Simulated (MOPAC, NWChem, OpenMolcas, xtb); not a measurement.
**BH3O2 (SMILES OBO): the highest harmonic wavenumber at each level's own minimum, rung by rung**

The runs start from one conformer, not always the lowest.

BH3O2, singlet, SMILES `OBO`. Each level relaxes the structure for itself.

Quantity: the highest harmonic wavenumber at each level's own minimum, in cm⁻¹. The values are calculated.

```json
{"level": "MNDO", "kind": "semi-empirical", "program": "MOPAC", "value (cm⁻¹)": "4022"}
{"level": "MNDOD", "kind": "semi-empirical", "program": "MOPAC", "value (cm⁻¹)": "4023"}
{"level": "PM3", "kind": "semi-empirical", "program": "MOPAC", "value (cm⁻¹)": "3920"}
{"level": "GFN1-xTB", "kind": "semi-empirical", "program": "xtb", "value (cm⁻¹)": "3741"}
{"level": "HF/3-21G", "kind": "Hartree–Fock", "program": "OpenMolcas", "value (cm⁻¹)": "3958"}
{"level": "HF/6-31G* (spherical functions)", "kind": "Hartree–Fock", "program": "NWChem", "value (cm⁻¹)": "4142"}
{"level": "HF/6-31G* (Cartesian functions)", "kind": "Hartree–Fock", "program": "OpenMolcas", "value (cm⁻¹)": "4158"}
{"level": "HF/cc-pVTZ", "kind": "Hartree–Fock", "program": "OpenMolcas", "value (cm⁻¹)": "4211"}
{"level": "B3LYP-D3(BJ)/def2-SVP", "kind": "global hybrid", "program": "NWChem", "value (cm⁻¹)": "3894"}
{"level": "BB1K/STO-3G", "kind": "hybrid meta-GGA", "program": "NWChem", "value (cm⁻¹)": "4008"}
```

Harmonic and unscaled. The values span 3741 to 4211 cm⁻¹.
